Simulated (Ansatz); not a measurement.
## How far each method lies from UCCSDT(Q) for SnH$_{3}$⁻, triplet

Geometry: displaced at random from a stationary point.

```tsv
atom	x (Å)	y (Å)	z (Å)
Sn	0.0021	-0.0115	-0.0003
H	-0.1627	-0.1444	-1.8901
H	-0.0861	1.7357	0.0031
H	-0.0030	-0.2321	1.9227
```

Basis def2-SVPD with its core potentials; Ansatz 0.2.0. Correlated methods freeze the noble-gas cores and the filled d shells of p-block atoms, which leaves 8 electrons in 47 orbitals. R marks a restricted (for open shells ROHF) determinant, U an unrestricted one. Active spaces: valence = (8e, 7o) chosen from the atoms' valence shells. No spin–orbit coupling is included; scalar relativity enters through the core potentials alone.

Full CI isn't at hand for all of this; UCCSDT(Q) serves as the reference, and is uncertain by the last step of the cluster series or more. The frozen core follows each run's orbitals, which can shift R against U totals by a few meV for light atoms and by up to 0.1 eV past Ca.

The UHF ⟨S²⟩ is 2.041, the T1 diagnostic (RCCSD) is 0.0297 and the largest doubles amplitude (RCCSD) is 0.057. The T1 diagnostic (UCCSD) is 0.0206.

```tsv
level	E − E(UHF) (eV)
UMP2	-2.6625
UCCSD	-3.4660
UCCSD(T)	-3.5571
```

(1) Estimate how far UCCSDT(Q) in def2-SVPD lies from UCCSD(T). The table doesn't fix it; the size of (T) and the diagnostics are the guide.

(1) UCCSDT(Q) in def2-SVPD lies 30 meV below UCCSD(T), which is 33 % of the (T) step (-91 meV). The diagnostics give no warning, yet the rest is a sizeable part of (T).

The other levels:

| level | E − E(UCCSDT(Q)) (meV) | wall time |
| --- | --- | --- |
| UCCSDT | 3 | – |

Run but not shown, since their state, orbitals or frozen core can't be matched to the reference's or they repeat it: RHF, RMP2, RCCSD, RCCSD(T), BCCD(T), RCCSDT, RCCSDT(Q), CASSCF (valence space), NEVPT2 (valence space), MRCISD (valence space), MRCISD+Q (valence space).

Natural occupations of CASSCF (valence space) about the gap: 1.992 1.972 1.968 1.003 1.000 0.034 0.032; effectively unpaired electrons, Σ n²(2−n)², 2.02.
